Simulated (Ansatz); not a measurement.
Cost and result up the ladder for Mg3H3 (the lowest doublet isomer of a short search) (6 atoms). The state is a doublet with charge 0. Geometry: PBE-D4/def2-TZVP.

```xyz
6

Mg    1.4209   -0.1948    1.1838
Mg   -0.5564   -0.5583   -0.7674
Mg   -0.0075    2.4542    1.1685
H     1.2690   -0.0536   -0.7107
H    -1.7853   -0.7306   -1.9539
H    -0.3406   -0.9169    1.0797
```

Ansatz on 4 threads of Arm Neoverse V2 on a shared host. Times are rough, and most runs start from the orbitals of an earlier one. PBE0-D4/def2-TZVPD serves as the yardstick here, not as an exact answer. Differences are given only for rows in sets of like size (and for xTB, whose basis is part of the method), since another set adds its own error. Binding counts from free atoms at the same level (Mg singlet, H doublet; other spins of the atoms weren't run), without zero-point energy or a counterpoise term.

LC-ωPBE has ω = 0.4 bohr⁻¹. Correlated methods freeze 3 core orbitals; core or outer-core shells of Mg are correlated, in sets that lack core-valence functions. The structure comes from a short search, and lower isomers may exist.

Correlated methods converge slowly with the basis.

```json
{"level": "HF/STO-3G", "functions": "30", "wall time": "0.1 s", "binding energy per atom (eV)": "1.95", "difference from PBE0-D4/def2-TZVPD (eV)": "–"}
{"level": "PBE-D4/def2-SVP", "functions": "69", "wall time": "0.85 s", "binding energy per atom (eV)": "1.27", "difference from PBE0-D4/def2-TZVPD (eV)": "–"}
{"level": "BLYP-D4/def2-TZVP", "functions": "114", "wall time": "1.1 s", "binding energy per atom (eV)": "1.26", "difference from PBE0-D4/def2-TZVPD (eV)": "-0.02"}
{"level": "PBE-D4/def2-TZVP (with forces)", "functions": "114", "wall time": "1.2 s", "binding energy per atom (eV)": "1.28", "difference from PBE0-D4/def2-TZVPD (eV)": "-0.01"}
{"level": "PBE0-D4/def2-SVP", "functions": "69", "wall time": "1.4 s", "binding energy per atom (eV)": "1.27", "difference from PBE0-D4/def2-TZVPD (eV)": "–"}
{"level": "PBE-D4/def2-TZVPD", "functions": "132", "wall time": "1.5 s", "binding energy per atom (eV)": "1.28", "difference from PBE0-D4/def2-TZVPD (eV)": "0.00"}
{"level": "BHLYP-D4/def2-TZVP", "functions": "114", "wall time": "1.5 s", "binding energy per atom (eV)": "1.27", "difference from PBE0-D4/def2-TZVPD (eV)": "-0.01"}
{"level": "PBE0-D4/def2-TZVPD", "functions": "132", "wall time": "1.6 s", "binding energy per atom (eV)": "1.28", "difference from PBE0-D4/def2-TZVPD (eV)": "0.00"}
{"level": "PBE0-D4/def2-TZVP", "functions": "114", "wall time": "2.4 s", "binding energy per atom (eV)": "1.28", "difference from PBE0-D4/def2-TZVPD (eV)": "0.00"}
{"level": "LC-ωPBE/def2-TZVP", "functions": "114", "wall time": "2.7 s", "binding energy per atom (eV)": "1.30", "difference from PBE0-D4/def2-TZVPD (eV)": "0.02"}
{"level": "r2SCANh-D4/def2-TZVP", "functions": "114", "wall time": "3.1 s", "binding energy per atom (eV)": "1.35", "difference from PBE0-D4/def2-TZVPD (eV)": "0.07"}
{"level": "B97M-V/def2-TZVP", "functions": "114", "wall time": "5 s", "binding energy per atom (eV)": "1.38", "difference from PBE0-D4/def2-TZVPD (eV)": "0.10"}
{"level": "CCSD(T)/def2-TZVPD", "functions": "132", "wall time": "62 s", "binding energy per atom (eV)": "1.19", "difference from PBE0-D4/def2-TZVPD (eV)": "-0.09"}
{"level": "CCSD(T)/def2-TZVPP", "functions": "138", "wall time": "74 s", "binding energy per atom (eV)": "1.23", "difference from PBE0-D4/def2-TZVPD (eV)": "-0.05"}
```
